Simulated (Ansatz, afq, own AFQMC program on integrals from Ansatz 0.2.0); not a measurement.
# AlClO, singlet, reference energies and how methods fare

```yaml
atoms:
  - { symbol: O, position_ang: [0.1100, 1.7339, 0.2517] }
  - { symbol: Al, position_ang: [0.0097, 0.1537, 0.0223] }
  - { symbol: Cl, position_ang: [-0.1197, -1.8876, -0.2740] }
```

Geometry: a PBE0/def2-SVP stationary point, not shown to be a minimum. Basis def2-TZVP. Noble-gas cores (and the filled d shells of Ga–Kr and In–Xe) are frozen. Ansatz 0.2.0 and our own AFQMC program on the same integrals; the CISD trial comes from CCSD amplitudes, and released means the phaseless constraint is let go. Uncertainties: one standard error, sampling alone.

Best estimates are CCSD(T) at the basis-set limit (def2-TZVPP/QZVPP) plus the step from CCSD(T) to the highest rung at hand in def2-TZVP, named in the table (released AFQMC can keep some 10 meV of bias). Fragments are relaxed and keep their bonds. No zero-point, core-correlation or spin–orbit terms. Other levels are in def2-TZVP; a dash marks a level that is missing or breaks spin symmetry for a member.

Cautions: AlClO (singlet): higher spins were not checked, raised T1 diagnostic (T1 0.024, weight of the determinant 0.83, largest double 0.04), its ph-AFQMC/CISD value lies 23 ± 10 meV above CCSDT(Q).

| process | B3LYP (eV) |
| --- | --- |
| Al2–O1 → AlCl (singlet) + O (triplet) | 4.31 |
| to free atoms | 9.40 |

Q: From these values, estimate the best estimates.

A: 
```
                              process  best estimate (eV)  highest rung
Al2–O1 → AlCl (singlet) + O (triplet)                4.57      CCSDT(Q)
                        to free atoms                9.88      CCSDT(Q)
```

Errors against the best estimates in eV, in the same order:

```csv
level,"error, 1","error, 2"
MP2,0.38,0.37
CCSD(T),-0.31,-0.55
ph-AFQMC/CISD,-0.29 ± 0.01,-0.52 ± 0.01
CCSD(T)/CBS,-0.03,-0.03
PBE,0.24,0.18
r2SCAN,0.09,0.00
PBE0,-0.33,-0.48
B3LYP,-0.26,-0.48
wB97M-V,-0.29,-0.19
B2PLYP,-0.06,-0.22
```

Cost at the first geometry (cards were shared with other jobs): PBE0/def2-TZVP, 3.4 s on 1 thread of AMD EPYC 7R13 Processor (Zen 3), on a shared host; RCCSD(T)/def2-TZVP, 5.5 s on 1 × NVIDIA H100 80GB HBM3 with 1 thread of AMD EPYC 7R13 Processor (Zen 3) (shared host); CCSD(T)/def2-QZVPP, 7 s on 1 × NVIDIA H100 80GB HBM3 with 1 thread of AMD EPYC 7R13 Processor (Zen 3), with other jobs on the host; CCSDT(Q), 21 s on 1 × NVIDIA H100 80GB HBM3 with 1 thread of AMD EPYC 7R13 Processor (Zen 3), with other jobs on the host; ph-AFQMC/CISD with release, 5.7 min on 1 × NVIDIA H100 80GB HBM3 with 2 threads of AMD EPYC 7R13 Processor (Zen 3) (shared host).

Best estimates are given only where the step beyond CCSD(T) is under 0.3 eV and no member's determinant is very poor (T1 over 0.05, or 0.07 for open shells, ⟨S²⟩ too high by 0.3, two states mixed), so the hardest cases are missing from such tables.

The functionals ran in a triple-zeta set and keep a basis error of their own, a few kJ/mol for each bond in atomization energies and more for double hybrids, so close places among them and the extrapolated levels can swap.

CCSDT and higher add their correlation energy to the determinant of the CCSD(T) run, since their own runs factorise the integrals more tightly (a shift of under 2 meV). Each member of a difference takes its own highest rung, so a best estimate needn't equal the limit plus the step of one row. A walk keeps the symmetry of its determinant, which the program's search chose and which needn't be the lowest solution, so a lower state of the same spin and another symmetry isn't excluded.
